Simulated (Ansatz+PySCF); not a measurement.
doublet HO₃: levels of theory in one basis

```xyz
4

H     0.0000    0.5828   -0.9270
O     0.0000   -0.3927   -0.9125
O     0.0000   -0.6276    0.5935
O     0.0000    0.4375    1.2460
```

Basis set: cc-pVTZ (spherical functions). Left uncorrelated: 3 orbitals. Correlation on ROHF uses semicanonical orbitals with singles. Charge 0, multiplicity 2.

Computed with Ansatz (development build ahead of 0.2.0) and PySCF 2.14.0; each method stands on the lowest determinant of its kind that the runs found.

```csv
method,E − E(ROHF) (eV),<S²> of the determinant
ROHF,0.00,0.75
UHF,-0.36,1.03
UHF-MP2,-18.73,1.03
ROHF-CCSD(T),-20.57,–
```

**Question.** What does ROHF-MP2 give on the same scale?

**Answer.** -19.27 eV.

The restricted and unrestricted rows may stand on different electronic states: another unrestricted solution lies nearer the restricted one.

Caution for UHF, UHF-MP2: the unrestricted determinant is spin contaminated. Caution for ROHF-MP2, ROHF-CCSD(T): large amplitudes, a single reference is doubtful. Caution for ROHF-MP2, UHF-MP2: forces differ strongly between restricted and unrestricted references. Caution for UHF-MP2: another reference gives a lower total.
